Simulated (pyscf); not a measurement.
# Atom transfer: H₂N–B(NH₂)–Cl + H• → [H₂N–B–NH₂]• + HCl

Gas phase, doublet surface, charge 0. Bonds broken: B1–Cl2. Bonds formed: Cl2–H9. Single points on ωB97X-D3(BJ)/def2-SVP structures (PySCF, gas phase).

Transition state (Å):

```xyz
9

B     -0.7193     0.0344    -0.1551
Cl    -0.5515     1.7610     1.3202
N      0.1530    -1.0344     0.0867
N     -1.6792     0.2133    -1.1591
H      0.8011    -1.0227     0.8626
H      0.1999    -1.8747    -0.4797
H     -1.8753    -0.4613    -1.8910
H     -2.2433     1.0509    -1.2077
H     -0.4478     2.8496     2.2470
```

One imaginary mode, 462i cm⁻¹; descent along it reached the two sides named.

```
bond    change  reactant side (Å)  saddle  product side
------  ------  -----------------  ------  ------------
B1–Cl2  breaks              1.798   2.277           3.5
Cl2–H9   forms                3.6   1.433         1.285
```

Electronic energies relative to the separated reactants (eV):

```
level                   barrier  reaction energy  reverse barrier
----------------------  -------  ---------------  ---------------
ωB97X-D3(BJ)/def2-TZVP     1.32            +0.97             0.35
PBE/def2-TZVP              0.86            +0.78             0.07
r²SCAN/def2-TZVP           0.89            +0.75             0.14
B3LYP-D3(BJ)/def2-TZVP     0.95            +0.75             0.20
PBE0-D3(BJ)/def2-TZVP      1.06            +0.87             0.19
M06-2X/def2-TZVP           1.22            +0.84             0.38
ωB97M-D3(BJ)/def2-TZVP     1.29            +0.93             0.36
HF/def2-TZVP               1.84            +0.85             0.99
```

With ωB97M-D3(BJ)/def2-TZVP energies and thermal terms (ideal gas, 1 atm, RRHO with modes under 100 cm⁻¹ raised to 100, one conformer, R ln 2 for chiral ones without a mode under 150 cm⁻¹), in eV:

```csv
T (K),ΔH‡,ΔG‡,ΔH,ΔG
298,1.30,1.57,+1.01,+0.87
600,1.28,1.85,+0.97,+0.73
900,1.26,2.14,+0.93,+0.62
1200,1.24,2.44,+0.89,+0.52
```

One saddle was located; it need not be the lowest between these sides. The angle at the transferred Cl is 180°.
